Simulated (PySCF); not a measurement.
# Li: ionisation energy

Li [He] 2s1 (2S) → Li⁺ 1s2 (1S), as a difference of total energies. Calculation: PySCF 2.14, in aug-cc-pCVDZ (5s4p2d, 27 functions); the non-relativistic Hamiltonian (point nucleus). Correlated levels: valence and next inner shell: nothing frozen. The calculations carry no spin-orbit coupling.

| method | ionisation energy (eV) |
| --- | --- |
| UHF | 5.342 |
| LDA | 5.463 |
| PBE | 5.583 |
| PBE0 | 5.567 |
| r2SCAN | 5.386 |
| revPBE | 5.601 |
| CAM-B3LYP | 5.593 |
| MP2 (valence and next inner shell) | 5.356 |
| SCS-MP2 (valence and next inner shell) | 5.354 |

Errors of the correlated levels include the incompleteness of this basis.

For comparison: 5.392 eV (measured; NIST Atomic Spectra Database, ionization energies).
